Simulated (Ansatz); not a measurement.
## Ansatz (development build ahead of 0.2.0) run

```yaml
crystal:
  periodic: [false, false, false]
  atoms:
    - { symbol: "N", position_ang: [0.0, 0.0, 0.56499] }
    - { symbol: "N", position_ang: [0.0, 0.0, -2.82495] }
basis:
  gaussian: { orbitals: cc-pVTZ }
magnetization:
  spin_polarized: true
hamiltonian:
  xc: hf
correlation:
  method: mp2
  frozen_orbitals: { "N": 1 }
```

The input is written out in the form of the current development build from the run's settings.

Output:

| Quantity | Value |
| --- | --- |
| Converged | yes |
| Reference energy | -108.80132 hartree |
| Correlation energy | -0.19222 hartree |
| Total energy | -108.99354 hartree |
| Spin squared of the determinant | 3.010 |
| Stability test | minimum |

Caution: bonds are stretched, where a single reference can fail; the unrestricted determinant is a mixture of spin states; the determinant breaks the point group.
